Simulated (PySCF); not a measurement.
SiH2, SMILES [SiH2] (connectivity only; charge and spin as stated), neutral, multiplicity 1.

Geometry: PBE-D3(BJ)/def2-TZVPD. The isomer is the one that the SMILES or the coordinates give; other isomers of the formula were not compared.

Two levels are set side by side: TDDFT-PBE/def2-TZVPD (PySCF) and EOM-CCSD/aug-cc-pVDZ (PySCF). Vertical, same geometry; the bases differ. Differences are taken from unrounded values.

```csv
quantity,EOM-CCSD,TDDFT-PBE,TDDFT-PBE minus EOM-CCSD
lowest singlet excitation (eV),2.49,2.32,-0.16
lowest triplet excitation (TDA for PBE) (eV),1.23,1.10,-0.14
```

Functionals without exact exchange tend to place singlet excitations lower, as here. Differences between two approximate levels are no errors against the true value.

Rough cost on one machine, each run with all the roots and properties that it gave: EOM-CCSD against TDDFT-PBE within a factor of 2.
